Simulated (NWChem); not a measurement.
**B3LYP/def2-TZVPPD run of HNO (nitroxyl)**

What is the energy change on altering one bond length of HNO (nitroxyl) at B3LYP/def2-TZVPPD? 

The results are computed with NWChem 7.3.0.

3 further runs of the same task are left out: 3 set aside as unsound or not needed. Runs told in other sessions of the task aren't counted.

## Step 1: Starting point

The species is HNO (3 atoms), meant as a singlet with charge 0. As SMILES, `N=O`. The shape is that of a PBE0-D4/def2-TZVP optimisation.

Bond lengths: N1–O2 1.190 Å, N1–H3 1.063 Å. Angles: O2–N1–H3 108.9°.

## Step 2: Energy and gradient at B3LYP/def2-TZVPPD

hno.nw

```
start hno
memory total 2200 mb

geometry units angstroms noautosym nocenter noautoz
   N       -0.283700       0.312790      -0.117160
   O        0.755300       0.397200       0.456500
   H       -0.471600      -0.709980      -0.339350
end

basis spherical bse
   N library def2-TZVPPD
   O library def2-TZVPPD
   H library def2-TZVPPD
end

dft
   xc b3lyp
   grid fine
   convergence energy 1e-08
   maxiter 100
   mulliken
   print low
end

task dft gradient
```

Launch:

```
$ nwchem hno.nw > hno.out
```

What it wrote:

```text
[...]
 d= 0,ls=0.0,diis     1   -130.4719252456 -1.61D+02  7.48D-03  7.36D-01     0.6
[...]
 d= 0,ls=0.0,diis    10   -130.5320315335 -5.64D-10  2.39D-07  1.04D-10     5.0
         Total DFT energy =     -130.532031533461
      One electron energy =     -238.575813174111
           Coulomb energy =       93.109959123219
    Exchange-Corr. energy =      -15.763371416263
 Nuclear repulsion energy =       30.697193933695
[...]
      Total Density - Mulliken Population Analysis
     ---------------------------------------------
    Atom       Charge   Shell Charges
 -----------   ------   -------------------------------------------------------
    1 N    7     6.96   0.82  1.15  0.63  0.83  0.32  0.06  1.42  1.27  0.37  0.02  0.07 -0.01  0.01
    2 O    8     8.20   0.79  1.18  0.62  0.94  0.38 -0.01  1.86  1.72  0.64  0.02  0.01  0.04  0.01  0.00
    3 H    1     0.83   0.27  0.44  0.06  0.01  0.02  0.01  0.00
[...]
                         DFT ENERGY GRADIENTS
    atom               coordinates                        gradient
                 x          y          z           x          y          z
   1 N      -0.536115   0.591087  -0.221400    0.009152   0.001748   0.005171
   2 O       1.427310   0.750599   0.862660   -0.009802  -0.001484  -0.005493
   3 H      -0.891195  -1.341668  -0.641279    0.000650  -0.000264   0.000322
 Task  times  cpu:        8.8s     wall:        8.8s
 Total times  cpu:        8.9s     wall:        8.9s
```

It took 9.3 s on 1 thread of AMD EPYC 9B45 (Zen 5), shared host; peak memory 0.12 GiB.

## Step 3: The distorted shape: a single-point energy at B3LYP/def2-TZVPPD

test.nw

```
start test
title "HNO energy"
memory total 2200 mb

geometry units angstroms noautosym nocenter noautoz
   N       -0.227324       0.619652      -0.050496
   O        0.811676       0.704062       0.523164
   H       -0.471600      -0.709980      -0.339350
end

basis spherical bse
   * library def2-TZVPPD
end

dft
   xc b3lyp
   grid fine
   convergence energy 1e-08
   maxiter 100
   mulliken
   noprint "final vectors analysis"
end

task dft energy
```

Launch:

```
$ nwchem test.nw > test.out
```

What it wrote:

```text
[...]
          Wavefunction type:  closed shell.
          No. of atoms     :     3
          No. of electrons :    16
[...]
          Charge           :     0
          Spin multiplicity:     1
[...]
          AO basis - number of functions:    94
[...]
              XC Information
              --------------
                         B3LYP Method XC Potential
                     Hartree-Fock (Exact) Exchange  0.200
                        Slater Exchange Functional  0.800 local
                    Becke 1988 Exchange Functional  0.720 non-local
              Lee-Yang-Parr Correlation Functional  0.810
                  VWN I RPA Correlation Functional  0.190 local
[...]
 d= 0,ls=0.0,diis     1   -130.4323007510 -1.60D+02  8.58D-03  8.68D-01     0.6
[...]
 d= 0,ls=0.0,diis    10   -130.5061285264 -3.69D-09  2.32D-07  3.87D-10     5.0
         Total DFT energy =     -130.506128526364
      One electron energy =     -236.300271714873
           Coulomb energy =       91.840872789824
    Exchange-Corr. energy =      -15.652443513232
 Nuclear repulsion energy =       29.605713911917
[...]
      Total Density - Mulliken Population Analysis
     ---------------------------------------------
    Atom       Charge   Shell Charges
 -----------   ------   -------------------------------------------------------
    1 N    7     6.91   0.82  1.15  0.66  0.87  0.32  0.02  1.34  1.24  0.41  0.02  0.07 -0.00  0.01
    2 O    8     8.17   0.79  1.18  0.63  0.94  0.38  0.00  1.85  1.72  0.61  0.01  0.01  0.04  0.01  0.00
    3 H    1     0.92   0.21  0.47  0.20  0.00  0.02  0.01  0.00
[...]
```

Wall time 5.7 s (1 thread of AMD EPYC 9B45 (Zen 5), shared host); peak memory 0.11 GiB.

## Step 4: Summary of results

Level: B3LYP/def2-TZVPPD.

```
                                                         quantity          value
                                        first shape: total energy  -130.53203 Eh
                            first shape: largest force on an atom     0.583 eV/Å
                                    distorted shape: total energy  -130.50613 Eh
                                   distorted shape: dipole moment         0.74 D
energy change with the N1–H3 bond stretched from 1.063 to 1.382 Å       0.705 eV
```

What this shows: With the N1–H3 bond stretched from 1.063 to 1.382 Å the energy rises by 0.70 eV (68.0 kJ/mol). The first shape isn't relaxed at this level, so the change isn't measured from a minimum. The largest force (first shape) is 0.58 eV/Å: the shape isn't a stationary point for this species at this level. Mulliken charges (distorted shape) run from -0.17 on O2 to +0.09 on N1; in a basis this large or diffuse they mean little.
